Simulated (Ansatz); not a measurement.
C₃H₄FNO (`N#CC(F)CO`). The species carries charge 0 and has multiplicity 1. Geometry: relaxed with PBE0-D4/def2-TZVP. It is one conformer, not always the lowest.

```xyz
10

N     1.465    2.344    0.773
C     1.101    1.271    0.588
C     0.612   -0.076    0.299
F     0.346   -0.735    1.485
C    -0.658   -0.041   -0.535
O    -1.067   -1.333   -0.874
H     1.389   -0.642   -0.225
H    -1.426    0.513    0.019
H    -0.455    0.497   -1.464
H    -1.305   -1.798   -0.066
```

Problem. What is the dipole moment at r2SCAN/def2-TZVPP? (Estimate.)

Solution. Computed: 2.51 D, with components (-1.18, -2.07, -0.79) D in this frame, pointing from negative to positive charge.

Problem. And with PBE, B3LYP, ωB97M-V? (Estimate.)

Solution. Computed: PBE 2.47 D, B3LYP 2.40 D, ωB97M-V 2.38 D.

Problem. Give the Mulliken charges with r2SCAN, B3LYP, ωB97M-V in def2-TZVPP. (Best estimate.)

Solution. Computed: 
```csv
atom,r2SCAN,B3LYP,ωB97M-V
N1,-0.03,0.03,0.00
C2,-0.24,-0.26,-0.21
C3,0.33,0.26,0.20
F4,-0.22,-0.22,-0.21
C5,0.13,0.04,-0.01
O6,-0.35,-0.33,-0.31
H7,0.06,0.10,0.12
H8,0.06,0.10,0.12
H9,0.05,0.09,0.11
H10,0.21,0.20,0.18
```

B3LYP here is the variant with VWN-RPA as its local correlation; programs differ in this.
